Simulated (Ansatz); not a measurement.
**Several solutions for triplet Si₂**

```yaml
atoms:
  - { symbol: Si, position_ang: [0.0000, 0.0000, 0.0000] }
  - { symbol: Si, position_ang: [0.0000, 0.0000, 4.0500] }
```

Basis set: def2-SVP (spherical functions). Charge 0, multiplicity 3.

UHF was run from several starts with Ansatz (development build ahead of 0.2.0).

```tsv
run	program	start	converged	energy (hartree)	<S²>
A	Ansatz	search for the lowest state	yes	-577.49679	3.03
B	Ansatz	stability test followed	yes	-577.49523	3.03
C	Ansatz	atomic start, no search	yes	-577.49424	2.96
```

**Question.** Which runs reached the lowest solution of this kind, and what is wrong with the others?

**Answer.** A reached the lowest solution found. Converged but too high: B by 0.04 eV, C by 0.07 eV. Convergence only shows a stationary point, and even a stable one can lie too high; stability tests and further starts are what find lower ones. Caution: the unrestricted determinant is a mixture of spin states.
